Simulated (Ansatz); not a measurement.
A made-up structure of BSiH₂, doublet:

```xyz
4
angstrom
B 0.2158 0.1410 -0.4611
Si -1.5785 0.5385 0.1998
H 0.2579 -1.0062 -0.3929
H 0.8871 0.5515 0.3775
```

It is relaxed with PBE-D4/def2-SVP and then PBE0-D4/def2-TZVP (Ansatz 0.2.0). Atoms count as bonded within 1.22 times the sum of their covalent radii (H–H: 0.88 Å). The end point is not checked to be a true minimum.

(1) Does its bonding change? (Judge from chemistry; the calculation decides.)

Results:

(1) Computed: No: no bond forms or breaks.

Where it ends: The first stage lowers the energy by 0.77 eV in 5 steps. It ends as BSiH₂ ([BH2][Si]):
| atom | x (Å) | y (Å) | z (Å) |
| --- | --- | --- | --- |
| B1 | 0.1029 | 0.0013 | -0.0866 |
| Si2 | -1.7048 | 0.6321 | 0.1139 |
| H3 | 0.3429 | -1.0690 | -0.5797 |
| H4 | 1.0414 | 0.6604 | 0.2756 |

Labels in which every atom is bracketed show which atoms are joined, not bond orders.

For scale, one of the runs: PBE0-D4/def2-TZVP relaxation, 80 basis functions, launched by `ansatz run in.yaml --threads 2 --pin off --events-out ev --progress --plain --max-ram 4352MiB`. Hardware: 2 CPU threads of an Arm Neoverse V1, shared host. Wall time about 9 s.
